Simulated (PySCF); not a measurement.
O2S.

```xyz
3

O      0.0000    -1.2308    -0.3637
S      0.0000     0.0000     0.3637
O      0.0000     1.2308    -0.3637
```
Charge 0, spin multiplicity 1.

The structure is a stationary point at ωB97X-D3(BJ)/def2-TZVP.

The numbers are results of PySCF with PBE/pcSseg-2, not measurements. Non-relativistic, no solvent.

Computed absolute GIAO shielding of each atom: isotropic value and principal components (ppm):
| atom | σ(iso) | σ11 | σ22 | σ33 | span |
|---|---|---|---|---|---|
| O1 | -289.2 | -811.2 | -129.1 | 72.6 | 883.7 |
| S2 | -237.5 | -464.9 | -210.8 | -36.8 | 428.2 |
| O3 | -289.2 | -811.2 | -129.1 | 72.6 | 883.7 |
